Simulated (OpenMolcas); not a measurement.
## SiH2 (SMILES [SiH2]): methods side by side

The species is SiH2 (3 atoms), meant as a singlet with charge 0. As SMILES, `[SiH2]`. Geometry: relaxed at PBE0-D4/def2-TZVP.

```xyz
3

Si   -0.4912    0.4686   -0.2136
H     0.8403    0.5786    0.5225
H    -0.3491   -1.0472   -0.3089
```

Quantity: the electronic atomisation energy, in eV. The values are calculated. Electronic energies at fixed atoms, without zero-point motion or spin-orbit coupling.

| level | kind | program | value (eV) |
| --- | --- | --- | --- |
| HF/aug-cc-pVTZ | Hartree–Fock | OpenMolcas | 4.74 |
| SVWN5/aug-cc-pVTZ | LDA | OpenMolcas | 7.17 |
| BLYP/aug-cc-pVTZ | GGA | OpenMolcas | 6.55 |
| M06-L/aug-cc-pVTZ | meta-GGA | OpenMolcas | 6.69 |
| TPSS/aug-cc-pVTZ | meta-GGA | OpenMolcas | 6.78 |
| r2SCAN/aug-cc-pVTZ | meta-GGA | OpenMolcas | 6.43 |
| BHLYP/aug-cc-pVTZ | global hybrid | OpenMolcas | 6.53 |
| PBE0/aug-cc-pVTZ | global hybrid | OpenMolcas | 6.35 |

The values span 4.74 to 7.17 eV.
